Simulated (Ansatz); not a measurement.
Results of PBEsol (Ansatz, an electronic-structure program, plane waves, PAW) for fcc Ag.

Settings: plane-wave cutoff 520 eV, 18×18×18 k mesh, Fermi–Dirac smearing 0.1 eV, perturbation theory, force constants from a 6×6×6 q mesh, no spin polarisation, scalar-relativistic PAW data made under PBE.

Quasi-harmonic lattice constant against temperature at zero pressure (zero-point motion included); the last value is withheld.

```
T (K)  lattice constant (Å)
-----  --------------------
300                  4.0769
400                  4.0848
500                  4.0932
600                  4.1021
700                  4.1115
800                       ?
```

Q: Fit a straight line to the rows shown and predict the value at 800 K, and give the mean linear expansion coefficient over the rows shown.

A: Means: 500 K and 4.09370 Å. Σ(T − T̄)(y − ȳ) = 8.6500 and Σ(T − T̄)² = 100000, so the slope is 8.65e-05 Å/K. Divided by the mean, α = 21.1 × 10⁻⁶/K. At 800 K: 4.09370 + (8.65e-05) × 300 = 4.1197 Å. The run gives 4.1216 Å.

At 300 K the run's own coefficient is 18.9 × 10⁻⁶/K.

Anharmonicity beyond the change of volume is left out, and so is the electrons' share.
